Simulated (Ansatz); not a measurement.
Tl (model structure, started from the beta-Sn type, I4₁/amd, No. 141, 2 atoms in the cell)

These are r²SCAN (Ansatz, a quantum-chemistry and plane-wave program, PAW) values and carry that method's errors.

Settings: plane-wave cutoff 500 eV, 26×26×26 k mesh, Fermi–Dirac smearing 0.1 eV, scalar-relativistic PAW data made under PBE.

Cell (relaxed at this level):

```
CELL_PARAMETERS angstrom
     -3.09692     3.09692     1.64846
      3.09692    -3.09692     1.64846
      3.09692     3.09692    -1.64846
ATOMIC_POSITIONS crystal
  Tl 0.75000 0.25000 0.50000
  Tl 0.00000 0.00000 0.00000
```

For Tl (model structure, started from the beta-Sn type, I4₁/amd, No. 141, 2 atoms in the cell), the band gap comes out as zero (no gap).

Note: the relaxation could raise the start's symmetry but not lower it, so the cell can be a saddle point.

Spin–orbit coupling is not included; it can shift volumes and moduli of such heavy elements.

The computed numbers hold no vibrational or temperature effects.

It cost very roughly 16 core-minutes of CPU time.

A model structure was made by putting elements into a prototype or built by hand; it is no filed structure, need not be a known phase, and can be a saddle point held by its symmetry.
